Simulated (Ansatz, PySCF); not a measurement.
This Ansatz (a quantum-chemistry and plane-wave program) input computes a CCSD(T)/cc-pVDZ energy:

Ansatz 0.2 input:
```yaml
crystal:
  periodic: [false, false, false]
  atoms:
    - {symbol: C, position_ang: [1.32387517, -0.33985083, 0.00171701]}
    - {symbol: C, position_ang: [0.13350059, 0.54571857, -0.00149199]}
    - {symbol: N, position_ang: [-1.30429584, -0.04547649, -0.00059978]}
    - {symbol: H, position_ang: [1.36721107, -0.97230732, 0.90415822]}
    - {symbol: H, position_ang: [1.36821965, -0.97747849, -0.89702872]}
    - {symbol: H, position_ang: [0.12900011, 1.20414918, -0.88342468]}
    - {symbol: H, position_ang: [0.12801455, 1.20920228, 0.87663992]}
    - {symbol: H, position_ang: [-1.30375831, -0.68794311, 0.79374403]}
    - {symbol: H, position_ang: [-1.30287079, -0.69249357, -0.79124042]}
basis:
  gaussian:
    orbitals: cc-pVDZ
total_charge: -1
magnetization: {spin_polarized: false}
correlation: {method: ccsd_t, electrons: outside_noble_gas}
```

**Question.** Write an input for the same energy in PySCF and say what it gives.

**Answer.** 
```python
from pyscf import gto, scf, mp, cc as ccmod

mol = gto.M(
    atom='''
    C     1.32387517   -0.33985083    0.00171701
    C     0.13350059    0.54571857   -0.00149199
    N    -1.30429584   -0.04547649   -0.00059978
    H     1.36721107   -0.97230732    0.90415822
    H     1.36821965   -0.97747849   -0.89702872
    H     0.12900011    1.20414918   -0.88342468
    H     0.12801455    1.20920228    0.87663992
    H    -1.30375831   -0.68794311    0.79374403
    H    -1.30287079   -0.69249357   -0.79124042
    ''',
    basis='cc-pvdz',
    charge=-1,
    spin=0,
    verbose=4,
)

mf = scf.RHF(mol)
mf.conv_tol = 1e-10
mf.max_cycle = 100
mf.kernel()
mp2 = mp.MP2(mf, frozen=3).run()
cc = ccmod.CCSD(mf, frozen=3)
cc.max_cycle = 100
cc.kernel()
et = cc.ccsd_t()
print(f'E(CCSD(T)) = {cc.e_tot + et:.9f}')
```
It gives -134.09225 Eh, and Ansatz -134.09225 Eh, a difference of 0.00 mEh.

It need not be the lowest isomer of its formula. Whether it binds its extra electron was not tested at this geometry.
